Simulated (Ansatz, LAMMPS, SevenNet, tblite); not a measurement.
TO phonon frequency at L of zinc-blende ZnS: levels of theory against measurement

Reference value: 289 ± 3 cm⁻¹ (measured, room temperature, not corrected to a static lattice; as tabulated in Vagelatos et al., J. Chem. Phys. (1974)).

| level (code) | value (cm⁻¹) | cell (Å³/atom) | difference (%) |
|---|---|---|---|
| ionic model grunwald2012 (rigid ions, LAMMPS) | 272 | 20.54 | -5.9 |
| ionic model hamad2002 (shell model, LAMMPS) | 251 | 19.84 | -13.1 |
| Stillinger–Weber CdTeZnSeHgS0.sw (LAMMPS) | 442 | 19.75 | +53 |
| GFN1-xTB (tblite) | 191 | 22.43 | -34 |
| SevenNet-l3i5 (SevenNet) | 261 | 20.24 | -9.7 |
| LDA (Ansatz) | 306 | 18.57 | +5.9 |
| PBE (Ansatz) | 274 | 20.16 | -5.2 |
| r²SCAN (Ansatz) | 289 | 19.56 | 0.0 |

Leaving aside Stillinger–Weber CdTeZnSeHgS0.sw, which can be fitted to such values or carry a doubt: Of these levels r²SCAN (0.0 %) comes nearest. GFN1-xTB (-34 %) misses by most. Within 10 %: ionic model grunwald2012, SevenNet-l3i5, LDA, PBE, r²SCAN.

The reference has no zero-point or thermal correction, while the calculations are for a static lattice, so the differences are not the levels' errors alone.  Stillinger–Weber CdTeZnSeHgS0.sw: the potential file covers more elements than this solid holds. GFN1-xTB: the method was fitted mainly to molecules. GFN1-xTB: the run uses a supercell at the zone centre in place of a k mesh. Each level is taken at its own relaxed cell. Cutoffs differ between the levels. Ansatz's density-functional and Hartree–Fock values are scalar-relativistic unless marked +SOC, with PAW data made under PBE.

Empirical potentials (Stillinger–Weber CdTeZnSeHgS0.sw, ionic model grunwald2012, ionic model hamad2002) are fitted to chosen data, which need not cover the solid at hand: agreement can be built in, and what lay outside the fit can be far off. Machine-learned potentials (SevenNet-l3i5) are trained on DFT data, which may include these solids.

Differences are worked out from the printed values.

Ansatz is a quantum-chemistry and plane-wave program.
